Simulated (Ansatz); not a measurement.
Basis-set extrapolation for dimethyl carbonate (`COC(=O)OC`) (PBE0-D4/def2-TZVP geometry, frozen core, Ansatz). Multiplicity 1, RHF reference.

```
                      def2-TZVPP   def2-QZVPP
                 HF  -341.845112  -341.860803
    MP2 correlation    -1.193539    -1.282261
CCSD(T) correlation    -1.269088      not run
```

Energies in hartree. Use E(X) = E(∞) + A·exp(−7.88·√X) for Hartree–Fock and E(X) = E(∞) + B·X^(−2.97) for correlation, with X = 3 and 4, and add CCSD(T) minus MP2 of the smaller set to the MP2 limit.

Q: What is the CCSD(T) energy at the basis-set limit?

A: HF limit: -341.860803 + (-0.015691) × 0.13774 = -341.86296. MP2 limit: -1.282261 + (-0.088722) × 0.74074 = -1.34798. Higher-order term: -1.269088 − (-1.193539) = -0.07555. Total: -343.28649 hartree, 452.3 kJ/mol below CCSD(T)/def2-TZVPP.
